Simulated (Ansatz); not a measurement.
Molecule: sum formula HOCl, charge 1, multiplicity 2. 
Structure (B3LYP-D3(BJ)/def2-TZVP (Ansatz, a first-principles code) minimum search):
```
O
H 1 0.9943
Cl 1 1.5802 2 110.10
```
Charge +1, spin multiplicity 2.

Basis-set convergence of Hartree-Fock and MP2 correlation energies (hartree) with Ansatz. Valence correlation only, unless marked. UHF or UKS for open shells. No spin-orbit coupling. Non-relativistic.

```
basis            functions       E(HF)  E(corr, MP2)
---------------  ---------  ----------  ------------
aug-cc-pV(D+d)Z         64  -534.50529      -0.34159
aug-cc-pV(T+d)Z        124  (withheld)    (withheld)
```

Task: Some entries are withheld; supply them.

Result: 
- aug-cc-pV(T+d)Z, E(HF): -534.54393
- aug-cc-pV(T+d)Z, E(corr, MP2): -0.42447
